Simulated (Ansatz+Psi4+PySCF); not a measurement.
**doublet SO₂(+): levels of theory in one basis**

```csv
atom,x (Å),y (Å),z (Å)
S,0.0000,0.0000,0.0000
O,0.0000,1.3486,0.6289
O,0.0000,-1.2616,0.5883
```

Basis set: cc-pVTZ on O; cc-pV(T+d)Z on S (spherical functions). Left uncorrelated: 7 orbitals. Correlation on ROHF uses semicanonical orbitals with singles. Charge 1, multiplicity 2.

Computed with Ansatz (development build ahead of 0.2.0); each method stands on the lowest determinant of its kind that the runs found.

| method | E − E(ROHF) (eV) | <S²> of the determinant |
| --- | --- | --- |
| ROHF | 0.00 | 0.75 |
| UHF | -0.25 | 0.88 |
| ROHF-MP2 | -16.49 | – |
| UHF-MP2 | -16.36 | 0.88 |
| ROHF-CCSD | -17.10 | – |
| UHF-CCSD | -17.10 | 0.88 |
| ROHF-CCSD(T) | -18.10 | – |
| UHF-CCSD(T) | -18.07 | 0.88 |

Caution for UHF, UHF-MP2, UHF-CCSD, UHF-CCSD(T): the unrestricted determinant is spin contaminated. Caution for ROHF-MP2, UHF-MP2, ROHF-CCSD, UHF-CCSD, ROHF-CCSD(T), UHF-CCSD(T): large amplitudes, a single reference is doubtful. Caution for ROHF-MP2, UHF-MP2: MP2 on this radical cation hangs on the determinant chosen. Caution for ROHF-MP2, UHF-CCSD(T): another reference gives a lower total.
